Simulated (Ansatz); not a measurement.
**AlNH₃ (quartet): from Hartree-Fock to the top rungs at distance Al1–H4 along a hydrogen transfer = 1.983 Å, cc-pVDZ**

One table from this session's results is given with a row withheld; the runs are named, their logs left out.

The runs use Ansatz 0.2.0, Gaussian basis; cc-pVDZ, core rule «outside noble gas», up to 6 orbitals frozen.

Plan: UHF; CCSD(T) on ROHF; CCSD(T) on UHF; BCCD(T) on ROHF; CISD; CCSDT(Q) on ROHF; CCSDT(Q) on UHF; CASSCF and MRCISD+Q, 5 electrons in 5 orbitals; CASSCF and NEVPT2, 5 electrons in 5 orbitals.

23 further runs of the same task are left out: 18 for a known fault of the program, 4 that didn't finish, 1 set aside as unsound or not needed.

## What is computed

The geometry derives from fragments relaxed apart (PBE0/def2-TZVP) and kept rigid, so it is no stationary point. A hydrogen atom is moved between rigid fragments.

5 atoms, charge 0, spin multiplicity 4.

Atoms are counted from 1 here; the program's logs count them from 0.

Bond lengths: Al1–H2 1.586 Å, Al1–H3 1.586 Å. Angles: H2–Al1–H3 120.0°.

Coordinates:

```xyz
5
AlH3N
Al   -1.06599    0.00000    0.00000
H    -1.85892    1.37338    0.00000
H    -1.85892   -1.37338    0.00000
H     0.91701    0.00000    0.00000
N     2.25501    0.00000    0.00000
```

The first run:

in.yaml reads:

```yaml
crystal:
  periodic: [false, false, false]
  atoms:
    - {symbol: Al, position_ang: [-1.065993, 0.000000, 0.000000]}
    - {symbol: H, position_ang: [-1.858917, 1.373384, 0.000000]}
    - {symbol: H, position_ang: [-1.858917, -1.373384, 0.000000]}
    - {symbol: H, position_ang: [0.917007, 0.000000, 0.000000]}
    - {symbol: N, position_ang: [2.255007, 0.000000, 0.000000]}
basis:
  gaussian: {orbitals: cc-pVDZ}
magnetization: {spin_polarized: true, initial_magnetization: 3}
hamiltonian: {xc: hf}
output: {orbitals: {seedname: orbitals}}
```

Started as:

```sh
$ ansatz run in.yaml --threads 1 --pin off --events-out ev --progress --plain --max-ram 2393MiB
```

Steps of the session up to this table: UHF; CCSD(T) on ROHF; CCSD(T) on UHF; BCCD(T) on ROHF; CISD; CCSDT(Q) on ROHF; CCSDT(Q) on UHF; CASSCF and MRCISD+Q, 5 electrons in 5 orbitals; CASSCF and NEVPT2, 5 electrons in 5 orbitals.

One of the session's tables, all rows but one given; the rest of the session is left out.

```
       method  from UCCSDT(Q) (kJ/mol)
         ROHF                   +599.4
          UHF                   +553.2
         RMP2                   +123.0
         UMP2                   +126.3
         CISD                    +54.3
        RCCSD                    +13.8
        UCCSD                    +12.9
     RCCSD(T)                     +3.4
     UCCSD(T)                     +3.3
      BCCD(T)                     +3.3
       RCCSDT                     +0.8
       UCCSDT                        ?
    RCCSDT(Q)                     +0.2
    UCCSDT(Q)                        0
  CASSCF pair                   +508.7
  NEVPT2 pair                   +110.4
  MRCISD pair                    +41.1
MRCISD+Q pair                     +2.1
```

**Question.** Estimate the row for UCCSDT.

The run gave: from UCCSDT(Q) (kJ/mol): +0.6. In the column «from UCCSDT(Q) (kJ/mol)» it lies between RCCSDT(Q) (+0.2) and RCCSDT (+0.8).

To keep in mind: Restricted and unrestricted rows rest on different reference determinants; where their highest levels disagree by more than a few hundredths of an eV, they describe different states and don't form one ladder.
